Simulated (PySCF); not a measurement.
# Silicon: a sound run and one with changed settings

Sound run: Si [Ne] 3s2 3p2, Si⁺ [Ne] 3s2 3p1. Calculation: PySCF 2.14, in cc-pV(T+d)Z; no relativity, point nucleus. In the sound run the correlated levels freeze [Ne]. The sound run starts from symmetry-adapted Hartree-Fock orbitals and uses a fine grid where one is needed.

Changed run: scalar relativity by spin-free X2C-1e. This setting is unsound on purpose.

```
species   method  sound run (hartree)  changed run (hartree)  converged
     Si      UHF           -288.85649             -289.39905        yes
     Si      PBE           -289.22661             -289.76849        yes
     Si   M06-2X           -289.35275             -289.89491        yes
     Si      MP2           -288.91262             -289.45519        yes
     Si  CCSD(T)           -288.93344             -289.47595        yes
    Si⁺      UHF           -288.57573             -289.11863        yes
    Si⁺      PBE           -288.92558             -289.46783        yes
    Si⁺   M06-2X           -289.06037             -289.60294        yes
    Si⁺      MP2           -288.61707             -289.15997        yes
    Si⁺  CCSD(T)           -288.63545             -289.17828        yes
```

Ionisation energy of Si:

```tsv
method	sound run (eV)	changed run (eV)
UHF	7.640	7.631
PBE	8.191	8.182
M06-2X	7.956	7.945
MP2	8.042	8.033
SCS-MP2	7.957	7.948
CCSD	8.071	8.062
CCSD(T)	8.109	8.100
```

Most of the change in total energy is the relativistic energy itself. On top of that the contraction fixes the core shape for the Hamiltonian it was made with, so the changed run is not a good calculation with the other Hamiltonian either.

For comparison, NIST gives 8.152 eV between the lowest levels.
